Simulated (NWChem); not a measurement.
System: LiH; SMILES [LiH]

Here is an NWChem input.

```
start job
memory heap 200 mb stack 900 mb global 1100 mb
geometry units angstroms noautosym nocenter noautoz
  Li     0.000000     0.000000     0.458603
  H      0.000000     0.000000    -1.145727
end
basis spherical
  Li library def2-tzvp
  H library def2-tzvp
end
dft
  xc b3lyp
  iterations 150
end
tddft
  cis
  nroots 6
  notriplet
end
task tddft energy
```

Structure relaxed at the PBE-D3(BJ)/def2-SVP level. B3LYP is NWChem's, with the RPA form of VWN correlation.

Vertical excitations in the gas phase.

Problem. Give the results of this calculation. (B3LYP/def2-TZVP, TDA.) Quantities: basis functions; lowest excitation, singlet (eV); oscillator strength of that lowest state; lowest state with f > 0.02, singlet (eV); oscillator strength of that bright state; orbital gap (eV).

Solution. 
```yaml
number_of_basis_functions: 20
lowest excitation, singlet (eV): 3.43
oscillator_strength_of_that_lowest_state: 0.083
lowest state with f > 0.02, singlet (eV): 3.43
oscillator_strength_of_that_bright_state: 0.083
orbital gap (eV): 4.02
```
